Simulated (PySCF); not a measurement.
**Core binding energy against partial charge**

Compound: C3H3Cl3.
Z-matrix (Å and degrees, GFN2-xTB geometry), rows numbered from 1:
```
C 
C   1  1.3198
C   2  1.4880  1  125.55
Cl  3  1.7663  2  114.10  1     0.20
Cl  3  1.7905  2  109.11  1   121.32
Cl  3  1.7909  2  109.11  1  -120.91
H   1  1.0762  2  122.28  3    -0.08
H   1  1.0756  2  120.74  3   179.99
H   2  1.0812  1  121.69  3  -179.91
```

Binding energies: PySCF, delta-SCF UKS SCAN, pcX-2 on the ionised atom, pcseg-1 elsewhere, spin-free X2C. Charges: PBE0/pcSseg-1 ground-state density, for the ionised atom.

```
atom           environment  C 1s (eV)  Mulliken (e)  IAO (e)  Hirshfeld (e)  ESP (e)
  C1  terminal =CH2 carbon     291.00        -0.097   -0.279         -0.079   -0.272
  C2      alkene CH carbon     291.60        -0.045   -0.157         -0.073   +0.035
  C3           CCl3 carbon     295.41        -0.391   +0.029         +0.098   -0.453
```

**Question.** How well does each charge scheme correlate with the binding energies over these sites?

**Answer.** Hirshfeld: r = 1.00, slope 23.7 eV per e; IAO: r = 0.96, slope 14.8 eV per e; ESP: r = -0.70, slope -6.8 eV per e; Mulliken: r = -0.97, slope -12.4 eV per e. Hirshfeld charges have the highest r, on only 3 points.

**Question.** The point-charge model writes a binding energy as kq + V + constant, with V the potential of the other atoms' charges at the site. What does it give with the Hirshfeld charges?

**Answer.** V = Σ 14.40 eV Å × q/r over all other atoms: +1.12 eV at C1, +0.94 eV at C2, -1.17 eV at C3. Fitting binding energy − V to q gives k = 36.4 eV per e and leaves an rms residual of 0.22 eV, against 0.18 eV for the fit on q alone. The model has no term for differences in relaxation between sites.

Geometry: GFN2-xTB; no solvent, vibrations or thermal averaging.
